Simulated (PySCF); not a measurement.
1,4-cyclohexadiene, C6H8.
Bonds: C1–C2 (double), C2–C3, C3–C4, C4–C5 (double), C5–C6, C1–C6. Hydrogens: H7 on C1; H8 on C2; H9, H10 on C3; H11 on C4; H12 on C5; H13, H14 on C6.

Linear response at B3LYP/def2-SVPD (PySCF, frozen core in the response, non-relativistic). Isolated species at its PBE0-D3(BJ)/def2-SVP geometry, gas phase.

Static isotropic polarisability: 68.78 au (10.19 Å³), principal values 49.4, 68.4, 88.5 au.

Question: What is the polarisability at 1064 nm and at the sodium D line?

Answer: 69.41 au at 1064 nm (+0.9 %), 70.91 au at 589.3 nm (+3.1 %). The rise at 589.3 nm is 3.38 times that at 1064 nm; a pure ω² law gives 3.26. The lowest singlet lies at 221 nm, shorter than both wavelengths.

Question: What is the isotropic C6 coefficient between two such molecules, C6 = (3/π)∫α(iω)² dω?

Answer: 1898 au (Eh·bohr⁶) by a ten-point quadrature over imaginary frequencies, which is 1130 eV·Å⁶ or 109 J·nm⁶/mol.

Question: Which effective excitation energy ω̄ makes London's formula C6 = (3/4)α²ω̄ exact here?

Answer: ω̄ = 4·C6/(3α²) = 0.535 Eh = 14.6 eV. A one-pole form α(ω) = α/(1 − ω²/ω̄²) fitted to the 1064 nm value gives 12.2 eV. London's choice of the ionisation energy (8.57 eV, ΔSCF at the same level) gives C6 = 1120 au, 41 % too low.

Question: What three-body coefficient follows from the one-pole estimate C9 = (3/4)·α·C6?

Answer: 97900 au. This is an estimate from the two numbers above, not a computed integral.

Question: What molar refraction at the D line follows from R = (4π/3)·N_A·α′, with α′ the polarisability volume?

Answer: α′ = 10.51 Å³ gives R = 26.51 cm³/mol, for isolated, non-vibrating species.

Question: How anisotropic is the static polarisability, by Δα² = ½[(α1 − α2)² + (α2 − α3)² + (α3 − α1)²]?

Answer: Δα = 33.9 au, or 0.49 of the isotropic value.

Question: What n − 1 at the D line would an ideal gas of it have at 273.15 K and 1 atm (2.6868 × 10¹⁹ cm⁻³), by n − 1 = 2π·N·α′?

Answer: 17.74 × 10⁻⁴, a formal value whether or not that pressure can be reached.
